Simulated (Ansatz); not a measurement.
## How far each method lies from full CI for Na2⁻, doublet

Geometry: a point of a stretch scan, not a stationary point.

```json
{"atom": "Na", "x (Å)": "0.0000", "y (Å)": "0.0000", "z (Å)": "0.0000"}
{"atom": "Na", "x (Å)": "0.0000", "y (Å)": "0.0000", "z (Å)": "2.8350"}
```

Basis aug-cc-pVTZ; Ansatz 0.2.0. Correlated methods freeze the noble-gas cores, which leaves 3 electrons in 90 orbitals. Prefix R: restricted or restricted open-shell reference; prefix U: unrestricted. The metal's outer-core shells are frozen, which leaves out core–valence correlation.

Full CI is exact within this basis and frozen core; it isn't the basis-set limit. The frozen core follows each run's orbitals, which can shift R against U totals by a few meV.

Unrestricted rows (U) aren't spin-pure: their determinants' ⟨S²⟩ exceeds S(S+1) by up to 0.29, so they mix in states of higher spin.

```
UHF ⟨S²⟩                          : 1.042
T1 diagnostic (RCCSD)             : 0.0760
largest doubles amplitude (RCCSD) : 0.076
T1 diagnostic (UCCSD)             : 0.1090
```

Q: From what is known of these methods and the diagnostics, rank them by the size of their error in total energy against full CI in aug-cc-pVTZ, smallest first (an estimate: the text doesn't fix the numbers).
A. UCCSD(T)
B. UCCSD
C. RHF
D. RCCSDT
E. UHF

A: D (0.00 kcal/mol), A (0.40 kcal/mol), B (1.01 kcal/mol), E (19.97 kcal/mol), C (24.42 kcal/mol).

All errors are against full CI in aug-cc-pVTZ. Below it: RCCSDT. With T1 at 0.076 and a doubles amplitude of 0.08 one determinant is a poor start. Within each family the higher level lies nearer, as is usual though not guaranteed.

The full-CI state has the irrep B1u of D2h, in the program's axes (one component, if the state is degenerate).

Natural occupations of full CI about the gap: 1.793 0.963 0.066 0.056 0.056 0.018 0.014 0.014 0.010 0.002; effectively unpaired electrons, Σ n²(2−n)², 1.18.
